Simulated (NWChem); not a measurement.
System: trifluoromethane (CHF3); SMILES FC(F)F

Input file for NWChem:

```
start job
memory heap 200 mb stack 900 mb global 1100 mb
geometry units angstroms
  F      0.880498     0.880498    -0.126012
  C      0.000000     0.000000     0.333995
  F      0.322285    -1.202783    -0.126012
  F     -1.202783     0.322285    -0.126012
  H      0.000000     0.000000     1.437170
end
basis spherical
  * library def2-svp
end
dft
  xc slater vwn_5
  iterations 150
end
driver
  maxiter 120
end
task dft optimize
task dft freq
```

The level has its own optimisation; frequencies are unscaled.

Problem. What results follow from this input? (LDA (Slater exchange, VWN5)/def2-SVP.) Quantities: r C–F (Å); r C–H (Å); highest harmonic frequency (cm⁻¹); lowest (cm⁻¹); zero-point energy (kcal/mol); dipole (D).

Solution. 
```yaml
r C–F (Å): 1.326
r C–H (Å): 1.119
highest harmonic frequency (cm⁻¹): 2992
lowest (cm⁻¹): 508
zero-point energy (kcal/mol): 15.7
dipole (D): 1.35
```
